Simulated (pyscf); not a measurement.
Structures and frequencies: ωB97X-D3(BJ)/def2-SVP in PySCF.

Q: PBE/def2-TZVP puts the barrier of F–SiH₂–SiH₃ (SMILES F[SiH2][SiH3]) + SiH₄ (SMILES [SiH4]) -> H₃Si–SiH₂–SiH₃ (SMILES [SiH3][SiH2][SiH3]) + HF (SMILES F) (four-centre exchange; singlet surface; F–Si, H–Si broken, Si–Si, F–H formed) at 2.33 eV and the reaction energy at +1.06 eV, from the separated reactants. What do B3LYP-D3(BJ)/def2-TZVP, M06-2X/def2-TZVP, ωB97M-D3(BJ)/def2-TZVP give on the same structures?

A: B3LYP-D3(BJ): ΔE‡ = 2.75 eV, ΔE = +1.22 eV; M06-2X: ΔE‡ = 2.90 eV, ΔE = +1.28 eV; ωB97M-D3(BJ): ΔE‡ = 2.78 eV, ΔE = +1.25 eV. PBE's barrier lies under all of them, by 0.42 to 0.57 eV. Its reaction energy lies under all of them, by 0.17 to 0.23 eV. Low barriers are usual for a GGA, whose delocalisation error favours stretched bonds. At the saddle there is also a short H–Si contact that neither side keeps. One saddle was located; it need not be the lowest between these sides.
